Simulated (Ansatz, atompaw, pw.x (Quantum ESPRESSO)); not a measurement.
**pw.x on bcc W: one setting changed**

Potential: PAW, atompaw 4.2.0.5, PBE; core [Kr] 4d10, reference 4f13 5s2 5p6 5d5 6s2 6p0; waves: 5s (bound); 6s (bound); 5p (bound); 6p (bound, empty); 5d (bound); 5d channel at 2.6 Ry; 4f (bound); 4f channel at -2.5 Ry; local part: troulliermartins scheme with l = 4 at -0.5 Ry, radius 2.20 bohr; core correction: smooth core density matched at 1.25 bohr; augmentation: sinc compensation charge, radius 2.10 bohr; PAW radius 2.45 bohr; waves and projectors: bloechl.

The reference run (k-mesh 14³, cutoffs 85/850 Ry, Fermi–Dirac 0.01 Ry, mixing_beta 0.4, conv_thr 1e-9, no spin) gives 0.81 GPa at 16.130 Å³/atom, where all-electron LAPW gives 0.30 GPa. This run, with its own iteration cap, changes mixing_mode to TF.

```
&control
  calculation='scf', prefix='x', pseudo_dir='./', outdir='./tmp', tstress=.true., disk_io='none'
/
&system
  ibrav=0, nat=1, ntyp=1, ecutwfc=85, ecutrho=850, nbnd=23,
  occupations='smearing', smearing='fd', degauss=0.01
/
&electrons
  conv_thr=1e-09, mixing_beta=0.4, electron_maxstep=50, mixing_mode='TF'
/
ATOMIC_SPECIES
W 1.0 W.UPF
CELL_PARAMETERS angstrom
  -1.59168867 1.59168867 1.59168867
  1.59168867 -1.59168867 1.59168867
  1.59168867 1.59168867 -1.59168867
ATOMIC_POSITIONS crystal
W 0.0000 0.0000 0.0000
K_POINTS automatic
14 14 14 0 0 0
```

```bash
pw.x < W.scf.in > W.scf.out
```

Q: How does the run end?

A: It converges in 12 iterations; the free energy moves by +0.0 meV/atom and the pressure by +0.00 GPa. The result is that of the reference run.

```
Message from routine setup:
     using ibrav=0 with symmetry is DISCOURAGED, use correct ibrav instead
     lattice parameter (alat)  =       5.2098  a.u.
     unit-cell volume          =     108.8506 (a.u.)^3
     number of electrons       =        28.00
     number of Kohn-Sham states=           23
     kinetic-energy cutoff     =      85.0000  Ry
     charge density cutoff     =     850.0000  Ry
     scf convergence threshold =      1.0E-09
     Exchange-correlation= SLA PW PBX PBC
     number of k points=   104  Fermi-Dirac smearing, width (Ry)=  0.0100
     iteration #  1     ecut=    85.00 Ry     beta= 0.40
     total energy              =   -1308.62103626 Ry
     estimated scf accuracy    <       0.04840253 Ry
     iteration #  2     ecut=    85.00 Ry     beta= 0.40
     total energy              =   -1308.59446669 Ry
     estimated scf accuracy    <       0.00712160 Ry
     iteration #  3     ecut=    85.00 Ry     beta= 0.40
     total energy              =   -1308.59147511 Ry
     estimated scf accuracy    <       0.00916575 Ry
     iteration #  4     ecut=    85.00 Ry     beta= 0.40
     total energy              =   -1308.58847526 Ry
     estimated scf accuracy    <       0.00312329 Ry
     iteration #  5     ecut=    85.00 Ry     beta= 0.40
     total energy              =   -1308.59031658 Ry
     estimated scf accuracy    <       0.00041980 Ry
     iteration #  6     ecut=    85.00 Ry     beta= 0.40
     c_bands:  1 eigenvalues not converged
     total energy              =   -1308.59065224 Ry
     estimated scf accuracy    <       0.00008829 Ry
     iteration #  7     ecut=    85.00 Ry     beta= 0.40
     total energy              =   -1308.59064923 Ry
     estimated scf accuracy    <       0.00004801 Ry
     iteration #  8     ecut=    85.00 Ry     beta= 0.40
     total energy              =   -1308.59065347 Ry
     estimated scf accuracy    <       0.00000228 Ry
     iteration #  9     ecut=    85.00 Ry     beta= 0.40
     total energy              =   -1308.59065552 Ry
     estimated scf accuracy    <       0.00000006 Ry
     iteration # 10     ecut=    85.00 Ry     beta= 0.40
     total energy              =   -1308.59065572 Ry
     estimated scf accuracy    <       0.00000001 Ry
     iteration # 11     ecut=    85.00 Ry     beta= 0.40
     total energy              =   -1308.59065572 Ry
     estimated scf accuracy    <          4.0E-09 Ry
     iteration # 12     ecut=    85.00 Ry     beta= 0.40
     the Fermi energy is    30.9333 ev
!    total energy              =   -1308.59065573 Ry
     estimated scf accuracy    <          5.7E-10 Ry
     smearing contrib. (-TS)   =      -0.00243368 Ry
     The total energy is F=E-TS. E is the sum of the following terms:
     one-electron contribution =    -485.54893933 Ry
     hartree contribution      =     141.24104744 Ry
     xc contribution           =     -47.40876260 Ry
     ewald contribution        =    -474.28456433 Ry
     one-center paw contrib.   =    -442.58700323 Ry
     convergence has been achieved in  12 iterations
          total   stress  (Ry/bohr**3)                   (kbar)     P=        8.06
     Message from routine punch:
     Nothing written, as per user request (disk_io='none')
```

The run took about 1.7 min on one core of a shared host (Intel(R) Xeon(R) Platinum 8259CL CPU @ 2.50GHz, 96 threads, 755 GiB, load 44).
